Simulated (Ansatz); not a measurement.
# Worked example: correlation energy of GeBCl, triplet

Geometry: displaced at random from a stationary point.

```xyz
3

Cl   -0.0154   -0.0090   -1.7572
B    -0.0163   -0.0252   -0.0761
Ge    0.0317    0.0342    1.8333
```

Basis cc-pVDZ; Ansatz 0.2.0. Correlated methods freeze the noble-gas cores and the filled d shells of p-block atoms, which leaves 14 electrons in 39 orbitals. R marks a restricted (for open shells ROHF) determinant, U an unrestricted one. No spin–orbit coupling is included, and no scalar relativity.

Full CI isn't at hand for all of this; UCCSDT(Q) serves as the reference, and is uncertain by about the last step of the cluster series.

Runs differ by some tens of microhartree through their thresholds and, for an open shell, their frozen cores, so steps under 0.03 kcal/mol mean nothing.

| level | total energy (hartree) |
| --- | --- |
| UHF | -2559.497057 |
| UMP2 | -2559.754172 |
| UCCSD | -2559.786146 |
| UCCSD(T) | -2559.796463 |
| UCCSDT | -2559.797855 |
| UCCSDT(Q) | -2559.798634 |

Task: What is the correlation energy at UCCSDT(Q), and what share of it do UMP2 and UCCSD(T) recover?

Result: E(corr) = -2559.798634 − (-2559.497057) = -0.301577 hartree = -8.206 eV. UMP2: -0.257115 / -0.301577 = 85.26 %. UCCSD(T): -0.299406 / -0.301577 = 99.28 %.

Task: By how many kcal/mol does UCCSD(T) miss UCCSDT(Q) (1 hartree = 627.509 kcal/mol), and which steps make up the rest?

Result: -2559.796463 − (-2559.798634) = 0.002171 hartree = 1.36 kcal/mol. Steps: UCCSDT − UCCSD(T) = -0.87, UCCSDT(Q) − UCCSDT = -0.49 kcal/mol. Differences between like states or geometries often cancel part of this.
